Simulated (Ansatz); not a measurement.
Worked example: the interaction energy

The pair of H₂O (SMILES O, atoms 1–3) and CH₅N (SMILES CN, atoms 4–10), both closed shells, in one local arrangement (a lower one may exist), relaxed at PBE0-D4/def2-TZVP:

O1  (-0.451, -0.065, -2.217)
H2  (0.171, -0.200, -2.933)
H3  (0.084, -0.086, -1.398)
C4  (-0.516, 0.122, 1.106)
N5  (0.735, -0.063, 0.379)
H6  (-0.404, 0.174, 2.196)
H7  (-1.193, -0.700, 0.868)
H8  (-0.996, 1.040, 0.764)
H9  (1.194, -0.918, 0.666)
H10  (1.376, 0.696, 0.570)
(Å)

Both fragments are computed in the basis of the whole pair.

Ansatz 0.2.0; basis: def2-TZVPPD and def2-QZVPPD; cores frozen in the correlated methods.

Energies in eV:

| quantity | pair | first fragment | second fragment |
| --- | --- | --- | --- |
| Hartree–Fock, triple zeta (X = 3) | -4662.07223 | -2069.77276 | -2592.10413 |
| Hartree–Fock, quadruple zeta (X = 4) | -4662.27797 | -2069.85876 | -2592.22393 |
| MP2 correlation, X = 3 | -18.36295 | -7.19652 | -11.05270 |
| MP2 correlation, X = 4 | -19.59293 | -7.72963 | -11.73738 |
| CCSD(T) correlation, X = 3 | -19.78478 | -7.56286 | -12.11757 |

(1) Work out the interaction energy at the basis limit: extrapolate Hartree–Fock as E(X) = E∞ + A exp(−7.88 √X) and the MP2 correlation as E(X) = E∞ + B X^−2.97 (the exponents that Neese and Valeev fitted for def2-TZVPP and QZVPP, reused here for the diffuse sets), then add CCSD(T) − MP2 in triple zeta.

No T1 diagnostic of these runs exceeds 0.011.

Results:

(1) Each step is linear, so take the differences first (pair − first fragment − second fragment): Hartree–Fock -0.19534 (X = 3) and -0.19528 (X = 4); MP2 correlation -0.11373 and -0.12592; CCSD(T) correlation -0.10435.
Two points give E∞ = E(4) + w [E(4) − E(3)], with w = 1/(exp(7.88 (2 − √3)) − 1) = 0.1377 for Hartree–Fock and w = 1/((4/3)^2.97 − 1) = 0.7407 for the correlation.
Hartree–Fock: -0.19528 + 0.1377 × 0.00006 = -0.1953 eV.
MP2 correlation: -0.12592 + 0.7407 × (-0.01219) = -0.1349 eV.
CCSD(T) − MP2: -0.10435 − (-0.11373) = 0.0094 eV.
Sum: -0.1953 + (-0.1349) + 0.0094 = -0.3208 eV, or -7.40 kcal/mol. Plain CCSD(T) in triple zeta gives -0.2997 eV, so the larger basis shifts the result by -0.0211 eV.

For scale, one of the runs: CCSD(T)/def2-TZVPPD, 233 basis functions, launched by `ansatz run in.yaml --threads 4 --pin off --events-out ev --progress --plain --max-ram 9574MiB`. Hardware: 4 CPU threads of an Intel Xeon 6975P-C, shared host. Wall time 17 s; peak host memory 4.7 GiB.
